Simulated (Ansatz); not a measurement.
# Si2H5 radical (SMILES [SiH2][SiH3]): single points off equilibrium

An exercise on one series of results from a longer session: the logs are not shown, and one member is left open.

Program: Ansatz 0.2.0, Gaussian basis. Level of theory: single points in def2-TZVPP. These are calculated values, not measurements.

Correlated methods freeze the cores. Orbitals are unrestricted.

### Where the work starts

7 atoms, charge 0, spin multiplicity 2.

Atoms are counted from 1 here; the program's logs count them from 0.

Bond lengths: Si1–Si2 2.373 Å, Si1–H3 1.539 Å, Si1–H4 1.577 Å, Si2–H5 1.338 Å, Si2–H6 1.444 Å, Si2–H7 1.391 Å. Angles: Si2–Si1–H3 124.8°, Si2–Si1–H4 126.0°, H3–Si1–H4 102.9°, Si1–Si2–H5 100.0°, Si1–Si2–H6 114.5°, Si1–Si2–H7 104.7°, H5–Si2–H6 110.3°, H5–Si2–H7 121.6°, H6–Si2–H7 105.9°.

As a file:

```xyz
7

Si   -0.3091   -1.3154   -0.0778
Si    0.3897    0.9521   -0.0410
H    -0.0983   -2.3174    1.0707
H    -1.5869   -1.8806   -0.8080
H     0.1271    1.2968   -1.3070
H    -0.3496    1.7927    0.8705
H     1.6915    0.9132    0.4482
```

Set-up of the first run:

run/in.yaml

```yaml
crystal:
  periodic: [false, false, false]
  atoms:
    - {symbol: Si, position_ang: [-0.309100, -1.315400, -0.077800]}
    - {symbol: Si, position_ang: [0.389700, 0.952100, -0.041000]}
    - {symbol: H, position_ang: [-0.098300, -2.317400, 1.070700]}
    - {symbol: H, position_ang: [-1.586900, -1.880600, -0.808000]}
    - {symbol: H, position_ang: [0.127100, 1.296800, -1.307000]}
    - {symbol: H, position_ang: [-0.349600, 1.792700, 0.870500]}
    - {symbol: H, position_ang: [1.691500, 0.913200, 0.448200]}
basis:
  gaussian: {orbitals: def2-TZVPP}
magnetization: {spin_polarized: true, initial_magnetization: 1}
correlation: {method: ccsd_t}
scf: {omitted_lower_state_checks: [cluster_reference]}
output: {forces: true}
```

No record of the launch command was kept for these runs.

Among the steps run: CCSD(T)/def2-TZVPP; PBE0-D4/def2-TZVPP; wB97M-V/def2-TZVPP; r2SCAN-D4/def2-TZVPP; PBE-D4/def2-TZVPP; r2SCANh-D4/def2-TZVPP; BHLYP-D4/def2-TZVPP.

One table of the session follows, with a row left open; its other results are not shown here.

```
    method  RMS force component (eV/Å)  angle to CCSD(T) forces (°)  dipole (D)
   CCSD(T)                       1.315                    reference        1.18
   PBE0-D4                       1.325                          2.7        1.12
   wB97M-V                       1.292                          1.9        1.23
 r2SCAN-D4                           ?                            ?           ?
    PBE-D4                       1.325                          6.1        1.08
r2SCANh-D4                       1.313                          1.8        1.15
  BHLYP-D4                       1.299                          3.9        1.23
```

Q: Estimate the row for r2SCAN-D4 from the others.

The run gave: RMS force component (eV/Å): 1.313; angle to CCSD(T) forces (°): 2.4; dipole (D): 1.13.
